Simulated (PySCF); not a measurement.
Ionisation energies (eV) were calculated with PySCF 2.14 by UHF, MP2 (valence), LDA, in another order, as differences of total energies without spin-orbit coupling. The measured values are between term centres (NIST).

| species | measured | A | B | C |
| --- | --- | --- | --- | --- |
| C⁺ (aug-cc-pVQZ with one added diffuse shell each of s, p, d, f, g type, non-relativistic) | 24.378 | 24.170 | 24.770 | 24.416 |
| Al (aug-cc-pV(Q+d)Z with one added diffuse shell each of s, p, d, f, g type, non-relativistic) | 5.977 | 5.608 | 6.030 | 5.853 |
| Si⁺ (aug-cc-pV(Q+d)Z with one added diffuse shell each of s, p, d, f, g type, non-relativistic) | 16.322 | 15.845 | 16.369 | 16.137 |
| S (aug-cc-pV(Q+d)Z with one added diffuse shell each of s, p, d, f, g type, non-relativistic) | 10.336 | 9.239 | 10.566 | 10.102 |
| Cl⁺ (aug-cc-pV(Q+d)Z with one added diffuse shell each of s, p, d, f, g type, non-relativistic) | 23.771 | 22.597 | 23.984 | 23.497 |
| Ge⁺ (aug-cc-pVQZ-PP with one added diffuse shell each of s, p, d, f, g type with ECP10MDF, ECP) | 15.789 | 15.255 | 15.820 | 15.521 |
| Br (aug-cc-pVQZ-PP with one added diffuse shell each of s, p, d, f, g type with ECP10MDF, ECP) | 11.844 | 10.708 | 12.026 | 11.674 |
| In (aug-cc-pVQZ-PP with one added diffuse shell each of s, p, d, f, g type with ECP28MDF, ECP) | 5.603 | 5.218 | 5.716 | 5.426 |

Which column is which method?

A is UHF (mean error -0.67 eV); B is LDA (mean error 0.16 eV); C is MP2 (valence) (mean error -0.17 eV). Hartree-Fock lacks the correlation of the electron removed and comes out lowest. LDA overbinds the outer electron and comes out highest. Valence MP2 in a finite basis recovers only part of the missing correlation, so it stays below experiment on average.
